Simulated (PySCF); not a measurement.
fluorine (F2), SMILES FF.

Geometry: r2SCAN-D4/def2-TZVPD.

These are PySCF with r2SCAN-D4/def2-TZVPD values and carry that method's errors.

No scaling factor is applied to the harmonic values.

| mode | ν (cm⁻¹) | IR (km/mol) | Raman (Å⁴/amu) | depolarisation | moving atoms (share of kinetic energy) |
|---|---|---|---|---|---|
| 1 | 1046 | 0.0 | 8.7 | 0.21 | F 100 % |
